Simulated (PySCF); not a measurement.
Computed with PySCF and rigid-rotor harmonic-oscillator thermochemistry at 1 bar. Table values come from the NASA 1993 polynomials. All species are closed-shell singlets. The harmonic model lacks anharmonicity and excited electronic states, which grow with temperature; levels with a mode under 35 cm⁻¹ are left out. The table's entry may be an old estimate for SiH₂F₂ (not checked at source).

Harmonic frequencies at PBE0/def2-TZVP (cm⁻¹): 316, 709, 730, 871, 901, 981, 984, 2286, 2296. Point group C2v; S°(298 K) = 262.5 J/mol/K at this level.

**Question.** Work out Cp and S° of gaseous SiH₂F₂ at 500, 800, 1200, 1600, 2000 K from these, and set them beside the table.

**Answer.** 
```
T (K)  Cp PBE0/def2-TZVP  Cp table  S° PBE0/def2-TZVP  S° table
-----  -----------------  --------  -----------------  --------
500                 72.6      72.6              295.3     294.9
800                 87.0      87.1              333.0     332.6
1200                96.3      96.1              370.2     369.9
1600               100.8     100.8              398.6     398.3
2000               103.2     103.5              421.4     421.1
```
Units J/mol/K.
